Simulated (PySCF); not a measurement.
## Carbon: a sound run and one with changed settings

Sound run: C [He] 2s2 2p2, C+ [He] 2s2 2p1. Computed with PySCF 2.14 in aug-cc-pVDZ-DK (4s3p2d, 23 functions), with scalar relativity by spin-free X2C-1e. In the sound run the correlated levels freeze 1s2. The sound run starts from symmetry-adapted Hartree-Fock orbitals and uses a fine grid where one is needed.

Changed run: basis STO-3G, all-electron and non-relativistic. This setting is unsound on purpose.

```
species   method  sound run (hartree)  changed run (hartree)  converged
      C      UHF            -37.70269              -37.19839        yes
      C   r2SCAN            -37.84294              -37.32966        yes
      C    B3LYP            -37.86957              -37.35239        yes
      C      MP2            -37.75640              -37.20823        yes
      C  CCSD(T)            -37.77979              -37.21862        yes
     C+      UHF            -37.30535              -36.87037        yes
     C+   r2SCAN            -37.41337              -36.97170        yes
     C+    B3LYP            -37.44460              -36.99902        yes
     C+      MP2            -37.34701              -36.89090        yes
     C+  CCSD(T)            -37.37327              -36.91145        yes
```

Ionisation energy of C:

```json
{"method": "UHF", "sound run (eV)": "10.812", "changed run (eV)": "8.926"}
{"method": "r2SCAN", "sound run (eV)": "11.689", "changed run (eV)": "9.741"}
{"method": "B3LYP", "sound run (eV)": "11.564", "changed run (eV)": "9.616"}
{"method": "MP2", "sound run (eV)": "11.140", "changed run (eV)": "8.635"}
{"method": "SCS-MP2", "sound run (eV)": "11.032", "changed run (eV)": "8.577"}
{"method": "CCSD", "sound run (eV)": "11.046", "changed run (eV)": "8.359"}
{"method": "CCSD(T)", "sound run (eV)": "11.062", "changed run (eV)": "8.359"}
```

A minimal basis cannot let orbitals breathe on ionisation and holds almost no correlation. The Hamiltonian changed with the basis, so the totals do not compare.

For comparison, NIST gives 11.260 eV between the lowest levels.
